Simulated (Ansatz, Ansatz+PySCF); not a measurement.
```xyz
2

O    -0.0102    0.0026   -0.1574
H     0.0143   -0.0464    0.8561
```

UHF-MP2 on doublet OH was run in several spherical basis sets with Ansatz (development build ahead of 0.2.0). Frozen core: 1 orbital.

Task: Rank the basis sets by the total energy that they give, lowest first, with the distance from the lowest.
A. cc-pVDZ
B. def2-SVP
C. 6-31G(d)
D. aug-cc-pVDZ
E. STO-3G

Result: D (0.00 eV), A (0.62 eV), C (1.27 eV), B (2.51 eV), E (32.16 eV).

Totals follow the description of the cores as much as that of the bonds, so this order isn't one of quality for chemistry.
